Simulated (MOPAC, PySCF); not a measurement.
AlCl$_{3}$, SMILES `[Cl][Al]([Cl])[Cl]`, neutral singlet in the gas phase. 

Cartesian coordinates (Å):
SMILES: [Cl][Al]([Cl])[Cl]
```xyz
4

Cl     2.0609    -0.2537    -0.0002
Al     0.0000     0.0000     0.0000
Cl    -0.8107     1.9117    -0.0007
Cl    -1.2502    -1.6579     0.0009
```
Charge 0, spin multiplicity 1.

All levels are single points at this geometry (B3LYP-D3(BJ)/def2-TZVP); Pople sets use spherical d functions. Orbital energies aren't observables, and empty levels follow the basis.

| level | HOMO (eV) | LUMO (eV) | gap (eV) | dipole (D) | vertical IE, Delta-SCF (eV) |
|---|---|---|---|---|---|
| B3LYP-D3(BJ)/def2-TZVP in PySCF | -9.08 | -1.59 | 7.49 | 0.00 | 11.30 |
| M06-2X/def2-TZVP in PySCF | -10.74 | -0.74 | 10.00 | 0.00 | 11.90 |
| PBE-D3(BJ)/def2-TZVP in PySCF | -7.96 | -2.17 | 5.78 | 0.00 | 10.85 |
| B3LYP/3-21G in PySCF | -9.40 | -2.23 | 7.17 | 0.00 | – |
| B3LYP/6-311+G** in PySCF | -9.18 | -1.96 | 7.22 | 0.00 | – |
| B3LYP/LANL2DZ in PySCF | -9.45 | -2.28 | 7.18 | 0.00 | – |
| M06-2X/6-31G* in PySCF | -10.72 | -0.82 | 9.89 | 0.00 | – |
| SVWN5/6-31G* in PySCF | -8.07 | -2.54 | 5.53 | 0.00 | 11.05 |
| HF/6-31G* in PySCF | -12.73 | 1.58 | 14.32 | 0.00 | 12.08 |
| HF/STO-3G in PySCF | -11.13 | 5.62 | 16.75 | 0.00 | – |
| PM3 in MOPAC | -11.32 | -3.19 | 8.13 | 0.00 | – |
| PM6 in MOPAC | -11.48 | -0.43 | 11.04 | 0.00 | – |
| PM7 in MOPAC | -11.12 | -1.27 | 9.85 | 0.00 | – |
